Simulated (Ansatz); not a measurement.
`S[Si]S` + H₂ → `[SiH]S` + H₂S at 600 K and 1 bar (hydrogenolysis of the Si–S bond).

Gas-phase electronic energies from Ansatz, PBE0-D4/def2-TZVP geometries. CCSD(T)/CBS is extrapolated from def2-TZVPP and def2-QZVPP, frozen cores. Each species was taken in one conformer, which may not be the lowest.

| species | CCSD(T)/CBS energy (Eh) | H − E (kJ/mol) | S (J/(mol·K)) |
| --- | --- | --- | --- |
| `S[Si]S` | -1085.85295 | 91.4 | 356.3 |
| H₂ | -1.17463 | 43.9 | 150.8 |
| `[SiH]S` | -688.02582 | 72.8 | 295.1 |
| H₂S | -398.97119 | 60.8 | 230.9 |

H − E and S are ideal-gas, rigid-rotor, harmonic terms from PBE0-D4/def2-TZVP, for one conformer and one mirror image of each species. 1 Eh = 2625.50 kJ/mol, R = 8.31446 J/(mol·K).

Task: By hand: ΔE, ΔH, ΔS and ΔG.

Result: ΔE = (-688.02582) + (-398.97119) − (-1085.85295) − (-1.17463) = 0.03057 Eh = 80.3 kJ/mol. Δ(H − E) = 72.8 + 60.8 − 91.4 − 43.9 = -1.7, so ΔH = 78.6 kJ/mol. ΔS = 295.1 + 230.9 − 356.3 − 150.8 = 18.9 J/(mol·K). ΔG = 78.6 − 600 × (18.9)/1000 = 67.3 kJ/mol.

Task: By hand: the equilibrium constant, and the temperature at which ΔG would vanish if ΔH and ΔS stayed fixed.

Result: log₁₀ K = −ΔG/(RT ln 10) = -5.9. ΔG = 0 at ΔH/ΔS = 4159 K, far beyond where these terms or the molecules hold.

ΔH outweighs TΔS. A doubt of 5 kJ/mol in ΔE shifts log₁₀ K by 0.4 here. Other conformers and mirror images would add mixing entropy, several J/(mol·K) or more a flexible species. These are equilibria of isolated gas molecules and say nothing of rates. Largest T1 diagnostic: 0.016 (customary marks: 0.02 for closed shells, 0.045 for open ones).
